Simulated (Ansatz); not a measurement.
The inner images of a band of AlFH$_{2}$ (4 atoms, charge 0, multiplicity 1) are given out of order.

Level of theory: RKS PBE/6-31G* (Ansatz 0.2.0).

Initial state:

```xyz
4
Properties=species:S:1:pos:R:3
Al 0.402 0.000 0.180
F 0.443 0.000 1.849
H 1.805 0.000 -0.584
H -1.037 0.000 -0.514
```

Final state:

```xyz
4
Properties=species:S:1:pos:R:3
Al 0.106 0.000 -0.794
F 1.066 0.000 1.209
H 1.882 0.000 0.687
H -1.441 0.000 -0.171
```

Q: Put them in order from the first end to the last, with their energies above the first end.
A.
```xyz
4
Properties=species:S:1:pos:R:3
Al 0.314 0.000 -0.104
F 0.677 0.000 1.532
H 1.909 0.000 -0.069
H -1.288 0.000 -0.428
```
B.
```xyz
4
Properties=species:S:1:pos:R:3
Al 0.366 0.000 0.092
F 0.519 0.000 1.748
H 1.871 0.000 -0.427
H -1.144 0.000 -0.482
```
C.
```xyz
4
Properties=species:S:1:pos:R:3
Al 0.242 0.000 -0.488
F 0.988 0.000 1.311
H 1.770 0.000 0.436
H -1.388 0.000 -0.328
```
D.
```xyz
4
Properties=species:S:1:pos:R:3
Al 0.336 0.000 -0.001
F 0.597 0.000 1.639
H 1.907 0.000 -0.252
H -1.227 0.000 -0.455
```
E.
```xyz
4
Properties=species:S:1:pos:R:3
Al 0.179 0.000 -0.651
F 1.071 0.000 1.274
H 1.787 0.000 0.563
H -1.426 0.000 -0.256
```
F.
```xyz
4
Properties=species:S:1:pos:R:3
Al 0.279 0.000 -0.352
F 0.866 0.000 1.370
H 1.826 0.000 0.286
H -1.360 0.000 -0.373
```
G.
```xyz
4
Properties=species:S:1:pos:R:3
Al 0.297 0.000 -0.221
F 0.765 0.000 1.439
H 1.879 0.000 0.113
H -1.330 0.000 -0.401
```

A: B (+11.8 kJ/mol), D (+48.0 kJ/mol), A (+108.6 kJ/mol), G (+187.3 kJ/mol), F (+261.4 kJ/mol), C (+292.1 kJ/mol), E (+281.8 kJ/mol).

The run took 33 s on 1 thread of Arm Neoverse V2, with other jobs on the host, peak memory 0.081 GiB.
